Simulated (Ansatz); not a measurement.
# HNP: the cost of one run

Program: Ansatz 0.2.0, Gaussian basis. Level of theory: def2-QZVPP, core rule «outside noble gas», up to 6 orbitals frozen. These are calculated values, not measurements.

The runs, in order: UHF; ROHF; CCSD(T) on UHF.

**1. What is computed**

The geometry is a PBE0/def2-TZVP stationary point (not a proven minimum) of the parent state, kept for this charge and spin.

3 atoms, charge 1, spin multiplicity 3.

Atoms are counted from 1 here; the program's logs count them from 0.

Bond lengths: N1–P2 1.803 Å, P2–H3 1.428 Å. Angles: N1–P2–H3 94.6°.

**2. UHF**

in.yaml reads:

```yaml
crystal:
  periodic: [false, false, false]
  atoms:
    - {symbol: N, position_ang: [0.000000, 0.052135, 1.255614]}
    - {symbol: P, position_ang: [0.000000, -0.067361, -0.543360]}
    - {symbol: H, position_ang: [0.000000, 1.345503, -0.751144]}
basis:
  gaussian: {orbitals: "def2-QZVPP.json"}
total_charge: 1
magnetization: {spin_polarized: true, initial_magnetization: 2}
hamiltonian: {xc: hf}
output: {orbitals: {seedname: orbitals}}
```

Command:

```sh
> ansatz run in.yaml --threads 1 --pin off --events-out ev --progress --plain --max-ram 2393MiB
```

Q: Estimate wall time and peak memory on 1 thread of Arm Neoverse V1, shared host.

About 20 s, with a peak of 0.3 GiB.
